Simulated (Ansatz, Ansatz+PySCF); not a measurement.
```xyz
4

C     0.0000    0.0000    0.0000
H     1.0157    0.0000    0.0000
H    -0.5079    0.8797    0.0000
H    -0.5079   -0.8797    0.0000
```

RHF on singlet CH3(+) was run in several spherical basis sets with Ansatz (development build ahead of 0.2.0). Caution for RHF: no unrestricted run beside it, a lower state can exist.

Problem. Rank the basis sets by the total energy that they give, lowest first, with the distance from the lowest.
A. 6-31G(d)
B. def2-TZVP
C. cc-pVDZ
D. 6-31G
E. cc-pVTZ
F. def2-SVP
G. STO-3G

Solution. E (0.00 eV), B (0.01 eV), C (0.42 eV), A (0.47 eV), D (0.85 eV), F (1.34 eV), G (13.32 eV).

Totals follow the description of the cores as much as that of the bonds, so this order isn't one of quality for chemistry.
